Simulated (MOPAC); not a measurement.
MOPAC input (PM7):

```
PM7 1SCF UHF MS=0.5 GEO-OK AUX(PRECISION=9) THREADS=1
C4H4N

H     0.01447342 1    0.08638095 1    2.15652780 1
N     0.00783130 1    0.06957397 1    1.15314312 1
C     0.00674851 1    1.15106397 1    0.33837805 1
C    -0.00183715 1   -1.06265205 1    0.35791557 1
C    -0.00329642 1    0.78425359 1   -0.97400704 1
C    -0.00878289 1   -0.64908884 1   -0.95028013 1
H    -0.00286866 1   -2.04741204 1    0.79197534 1
H    -0.00643389 1    1.42496570 1   -1.83754978 1
H    -0.01698230 1   -1.29241246 1   -1.81499389 1
```

Output:

```
 *******************************************************************************
 **                                                                           **
 **                              MOPAC v23.2.5                                **
 **                                                                           **
 *******************************************************************************
 ** MOPAC's Digital Object Identifier: https://doi.org/10.5281/zenodo.6511958 **
 **                                                                           **
 ** Please cite the open-source release paper for use of this MOPAC version:  **
 ** J. E. Moussa and J. J. P. Stewart (2026)                                  **
 ** MOPAC: An open-source semiempirical molecular orbital program             **
 ** J. Open Source Softw., 11(119), 8025, https://doi.org/10.21105/joss.08025 **
 *******************************************************************************

                              PM7 CALCULATION RESULTS

 *******************************************************************************
 *  PM7        - The PM7 Hamiltonian to be used
 *  GEO-OK     - OVERRIDE INTERATOMIC DISTANCE AND OTHER SAFETY CHECKS
 *  UHF        - UNRESTRICTED HARTREE-FOCK CALCULATION
 *  MS=        - IN MECI, MAGNETIC COMPONENT OF SPIN =  0.5
 *  1SCF       - DO 1 SCF AND THEN STOP
 *  AUX        - OUTPUT AUXILIARY INFORMATION
 *******************************************************************************
PM7 1SCF UHF MS=0.5 GEO-OK AUX(PRECISION=9) THREADS=1
 C4H4N

   ATOM   CHEMICAL          X               Y               Z
  NUMBER   SYMBOL      (ANGSTROMS)     (ANGSTROMS)     (ANGSTROMS)

     1       H          0.01447342  *   0.08638095  *   2.15652780  *
     2       N          0.00783130  *   0.06957397  *   1.15314312  *
     3       C          0.00674851  *   1.15106397  *   0.33837805  *
     4       C         -0.00183715  *  -1.06265205  *   0.35791557  *
     5       C         -0.00329642  *   0.78425359  *  -0.97400704  *
     6       C         -0.00878289  *  -0.64908884  *  -0.95028013  *
     7       H         -0.00286866  *  -2.04741204  *   0.79197534  *
     8       H         -0.00643389  *   1.42496570  *  -1.83754978  *
     9       H         -0.01698230  *  -1.29241246  *  -1.81499389  *

          CARTESIAN COORDINATES

    NO.       ATOM           X           Y           Z

     1         H          0.0145      0.0864      2.1565
     2         N          0.0078      0.0696      1.1531
     3         C          0.0067      1.1511      0.3384
     4         C         -0.0018     -1.0627      0.3579
     5         C         -0.0033      0.7843     -0.9740
     6         C         -0.0088     -0.6491     -0.9503
     7         H         -0.0029     -2.0474      0.7920
     8         H         -0.0064      1.4250     -1.8375
     9         H         -0.0170     -1.2924     -1.8150

 General Reference for PM7:
 "Optimization of Parameters for Semiempirical Methods VI: More Modifications to the
 NDDO Approximations and Re-optimization of Parameters", J. J. P. Stewart, J. Mol. Mod., 1:32, 19 (2013)
 https://link.springer.com/article/10.1007/s00894-012-1667-x

           Empirical Formula: C4 H4 N  =     9 atoms

      MOLECULAR POINT GROUP   :   Cs

          UHF CALCULATION, NO. OF ALPHA ELECTRONS =   13
                           NO. OF BETA  ELECTRONS =   12

 -------------------------------------------------------------------------------
 PM7 1SCF UHF MS=0.5 GEO-OK AUX(PRECISION=9) THREADS=1
 C4H4N

     1SCF WAS SPECIFIED, SO BFGS WAS NOT USED
     SCF FIELD WAS ACHIEVED

                              PM7 CALCULATION
                                                       MOPAC v23.2.5 Linux

          FINAL HEAT OF FORMATION =         88.94651 KCAL/MOL =     372.15218 KJ/MOL

          COSMO AREA              =        102.54 SQUARE ANGSTROMS
          COSMO VOLUME            =         88.39 CUBIC ANGSTROMS

          IONIZATION POTENTIAL    =          9.125797 EV
          ALPHA SOMO LUMO (EV)    =         -9.325  0.975
          BETA  SOMO LUMO (EV)    =         -9.126 -0.604
          NO. OF ALPHA ELECTRONS  =         13
          NO. OF BETA  ELECTRONS  =         12
          MOLECULAR WEIGHT        =         66.0823         POINT GROUP:  Cs

          MOLECULAR DIMENSIONS (Angstroms)

            Atom       Atom       Distance
            H     8    H     7     4.35567
            H     9    H     1     3.99863
            H     7    N     2     0.00000

          SCF CALCULATIONS        =          1

   ATOM   CHEMICAL          X               Y               Z
  NUMBER   SYMBOL      (ANGSTROMS)     (ANGSTROMS)     (ANGSTROMS)

     1       H          0.01447342  *   0.08638095  *   2.15652780  *
     2       N          0.00783130  *   0.06957397  *   1.15314312  *
     3       C          0.00674851  *   1.15106397  *   0.33837805  *
     4       C         -0.00183715  *  -1.06265205  *   0.35791557  *
     5       C         -0.00329642  *   0.78425359  *  -0.97400704  *
     6       C         -0.00878289  *  -0.64908884  *  -0.95028013  *
     7       H         -0.00286866  *  -2.04741204  *   0.79197534  *
     8       H         -0.00643389  *   1.42496570  *  -1.83754978  *
     9       H         -0.01698230  *  -1.29241246  *  -1.81499389  *

                             CARTESIAN COORDINATES

   1    H        0.014473420     0.086380950     2.156527800
   2    N        0.007831300     0.069573970     1.153143120
   3    C        0.006748510     1.151063970     0.338378050
   4    C       -0.001837150    -1.062652050     0.357915570
   5    C       -0.003296420     0.784253590    -0.974007040
   6    C       -0.008782890    -0.649088840    -0.950280130
   7    H       -0.002868660    -2.047412040     0.791975340
   8    H       -0.006433890     1.424965700    -1.837549780
   9    H       -0.016982300    -1.292412460    -1.814993890

           Empirical Formula: C4 H4 N  =     9 atoms

      MOLECULAR POINT GROUP   :   Cs

          ALPHA EIGENVALUES
 -38.22083 -28.06615 -24.35302 -20.21566 -19.75301 -17.71253 -14.72564 -14.70737
 -13.71858 -13.46813 -10.96024  -9.76287  -9.32545   0.97543   1.55250   2.37951
   4.28293   4.69775   5.05649   5.60711   6.03311   6.31154   6.46465   6.56100

           BETA EIGENVALUES
 -38.21342 -28.04088 -24.12081 -20.16662 -19.62698 -17.11843 -14.66522 -14.60952
 -13.56893 -13.42696  -9.85758  -9.12580  -0.60361   1.14031   1.74736   2.53850
   4.39866   4.74035   5.31233   5.62077   6.04722   6.34039   6.44131   6.56455

              NET ATOMIC CHARGES AND DIPOLE CONTRIBUTIONS

  ATOM NO.   TYPE          CHARGE      No. of ELECS.   s-Pop       p-Pop
    1          H           0.310554        0.6894     0.68945
    2          N          -0.338653        5.3387     1.50531     3.83335
    3          C           0.136017        3.8640     1.21913     2.64485
    4          C          -0.125139        4.1251     1.07394     3.05120
    5          C          -0.303925        4.3039     1.07304     3.23088
    6          C          -0.187665        4.1877     1.07538     3.11229
    7          H           0.168546        0.8315     0.83145
    8          H           0.175869        0.8241     0.82413
    9          H           0.164397        0.8356     0.83560
 DIPOLE           X         Y         Z       TOTAL
 POINT-CHG.     0.006    -0.628     1.281     1.427
 HYBRID         0.005    -0.060     0.782     0.784
 SUM            0.011    -0.687     2.063     2.175

          ATOMIC ORBITAL ELECTRON POPULATIONS

     Atom    s        px        py        pz
    1  H   0.68945
    2  N   1.50531   1.55365   1.12360   1.15610
    3  C   1.21913   1.00237   0.76868   0.87381
    4  C   1.07394   1.16786   0.93456   0.94878
    5  C   1.07304   1.19179   1.00835   1.03074
    6  C   1.07538   1.08427   0.99687   1.03115
    7  H   0.83145
    8  H   0.82413
    9  H   0.83560

                    (SZ)    =    0.500000
                    (S**2)  =    0.769363

          ATOMIC ORBITAL SPIN POPULATIONS

    Atom   Total    s     px     py     pz
         Atomic
    1  H -0.0011 -0.001
    2  N -0.0194  0.004 -0.023  0.003 -0.003
    3  C  1.0082  0.211  0.117  0.517  0.163
    4  C -0.0097  0.008 -0.051  0.027  0.006
    5  C -0.0664  0.003 -0.089  0.001  0.017
    6  C  0.0835  0.010  0.045  0.026  0.002
    7  H  0.0027  0.003
    8  H  0.0029  0.003
    9  H -0.0006 -0.001

 **********************
 *                    *
 * JOB ENDED NORMALLY *
 *                    *
 **********************

 == MOPAC DONE ==
```
